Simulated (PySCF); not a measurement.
difluoromethane (CH₂F₂), SMILES FCF. Atoms are numbered in the order given.

```xyz
5

F     -1.1035     0.0000    -0.2905
C      0.0000     0.0000     0.5036
F      1.1035     0.0000    -0.2905
H      0.0000    -0.9138     1.1037
H      0.0000     0.9138     1.1037
```

The structure is a stationary point at ωB97X-D3(BJ)/def2-TZVP.

Two levels are set side by side: PBE/pcJ-1 (PySCF) and B3LYP/pcJ-1 (PySCF). One-bond couplings, all four terms, same geometry. Isotopes: 13C, 19F, 1H. Differences are taken from unrounded values.

```json
[
 {"quantity": "¹J(F1,C2) (Hz)", "B3LYP": "-304.8", "PBE": "-333.1", "PBE minus B3LYP": "-28.3"},
 {"quantity": "¹J(C2,F3) (Hz)", "B3LYP": "-304.8", "PBE": "-333.1", "PBE minus B3LYP": "-28.3"},
 {"quantity": "¹J(C2,H4) (Hz)", "B3LYP": "186.5", "PBE": "170.9", "PBE minus B3LYP": "-15.6"},
 {"quantity": "¹J(C2,H5) (Hz)", "B3LYP": "186.5", "PBE": "170.9", "PBE minus B3LYP": "-15.6"}
]
```

Rough cost on one machine, each run with all the roots and properties that it gave: B3LYP against PBE within a factor of 2.
